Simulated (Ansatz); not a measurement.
**[H···H···BH2], doublet: the ladder up to full CI**

All five atoms lie in one plane.

Geometry: a point of a hydrogen-transfer path between rigid fragments, not a stationary point.

```yaml
atoms:
  - { symbol: H, position_ang: [-2.2414, 0.0000, 0.0000] }
  - { symbol: H, position_ang: [-1.0624, 0.0000, 0.0000] }
  - { symbol: B, position_ang: [0.1796, 0.0000, 0.0000] }
  - { symbol: H, position_ang: [0.6887, 0.0000, 1.0770] }
  - { symbol: H, position_ang: [0.6887, 0.0000, -1.0770] }
```

Basis 6-31G; Ansatz 0.2.0. Only valence electrons are correlated (noble-gas cores frozen), which leaves 7 electrons in 16 orbitals. Prefix R: restricted or restricted open-shell reference; prefix U: unrestricted. Active spaces: valence = (7e, 8o) chosen from the atoms' valence shells; pair = (3e, 3o) about the gap.

Full CI is exact within this basis and frozen core; it isn't the basis-set limit. The frozen core follows each run's orbitals, which can shift R against U totals by a few meV.

For open shells CISD and CISDTQ are restricted-active-space CI with the open shells as a complete middle space.

* UHF ⟨S²⟩: 0.760
* T1 diagnostic (RCCSD): 0.0189
* largest doubles amplitude (RCCSD): 0.047
* T1 diagnostic (UCCSD): 0.0083

```csv
level,E − E(RHF) (eV)
UHF,-0.0859
RMP2,-1.6343
UMP2,-1.6466
RCCSD,-2.1530
UCCSD,-2.1539
RCCSD(T),-2.1795
UCCSD(T),-2.1795
```

Task: Estimate how far full CI in 6-31G lies from RCCSD(T). The table doesn't fix it; the size of (T) and the diagnostics are the guide.

Result: Full CI in 6-31G lies 0.9 kJ/mol below RCCSD(T), which is 36 % of the (T) step (-2.6 kJ/mol). The diagnostics give no warning, yet the rest is a sizeable part of (T).

The other levels:

```
                   level  E − E(full CI) (kJ/mol)  share of correlation (%)  wall time
                    CISD                      8.9                     95.78     0.27 s
                 BCCD(T)                      0.9                     99.57     0.36 s
                  RCCSDT                      0.1                     99.96          –
                  UCCSDT                      0.1                     99.97          –
                  CISDTQ                      0.1                     99.94     0.87 s
               RCCSDT(Q)                      0.0                     99.99      1.7 s
               UCCSDT(Q)                      0.0                     99.99      1.6 s
                 RCCSDTQ                      0.0                    100.00        9 s
                 UCCSDTQ                      0.0                    100.00        9 s
     CASSCF (pair space)                    168.4                     20.28          –
     NEVPT2 (pair space)                     42.6                     79.81     0.15 s
  CASSCF (valence space)                     70.1                     66.83          –
  NEVPT2 (valence space)                     18.7                     91.15      1.5 s
  MRCISD (valence space)                      1.6                     99.23          –
MRCISD+Q (valence space)                      0.6                     99.70        2 s
```

The correlation energy at full CI, counted from RHF, is -2.189 eV. That run took 1.6 s on 1 thread of Arm Neoverse V2, shared host over 272,520 determinants.

Times hold each run's SCF and search for its determinant on a shared host, so for small cases they say little of a method's own cost; they ran on 1 thread of Arm Neoverse V2.

The full-CI state has the irrep A1 of C2v, in the program's axes.

Natural occupations of full CI about the gap: 1.973 1.971 1.967 0.999 0.021 0.021 0.018 0.009 0.006 0.006; effectively unpaired electrons, Σ n²(2−n)², 1.02.
